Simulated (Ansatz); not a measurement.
## Worked example: correlation energy of O–CH₂⁺, quartet

Geometry: that of the O–CH2, triplet, kept fixed. The doublet lies 5.5 eV lower here.

```yaml
atoms:
  - { symbol: O, position_ang: [0.0000, 0.0000, 0.6438] }
  - { symbol: C, position_ang: [0.0000, 0.0000, -0.6606] }
  - { symbol: H, position_ang: [0.0000, -0.9567, -1.1734] }
  - { symbol: H, position_ang: [0.0000, 0.9567, -1.1734] }
```

Basis cc-pVDZ; Ansatz 0.2.0. Correlated methods freeze the noble-gas cores, which leaves 11 electrons in 36 orbitals. Prefix R: restricted or restricted open-shell reference; prefix U: unrestricted.

Full CI isn't at hand for all of this; UCCSDT(Q) serves as the reference, and is uncertain by the last step of the cluster series or more.

UCCSD has a T1 diagnostic of 0.031 and a largest doubles amplitude of 0.04.

Runs differ by some tens of microhartree through their thresholds and, for an open shell, their frozen cores, so steps under 0.03 kcal/mol mean nothing.

```tsv
level	total energy (hartree)
UHF	-113.371877
UMP2	-113.582056
UCCSD	-113.619514
UCCSD(T)	-113.624617
UCCSDT	-113.625454
UCCSDT(Q)	-113.625764
```

What is the correlation energy at UCCSDT(Q), and what share of it do UMP2 and UCCSDT recover?

E(corr) = -113.625764 − (-113.371877) = -0.253887 hartree = -6.909 eV. UMP2: -0.210179 / -0.253887 = 82.78 %. UCCSDT: -0.253577 / -0.253887 = 99.88 %.

By how many kcal/mol does UCCSD(T) miss UCCSDT(Q) (1 hartree = 627.509 kcal/mol), and which steps make up the rest?

-113.624617 − (-113.625764) = 0.001147 hartree = 0.72 kcal/mol. Steps: UCCSDT − UCCSD(T) = -0.53, UCCSDT(Q) − UCCSDT = -0.19 kcal/mol. That is within 1 kcal/mol of the reference in this basis, which itself misses far more of the correlation at the basis-set limit.
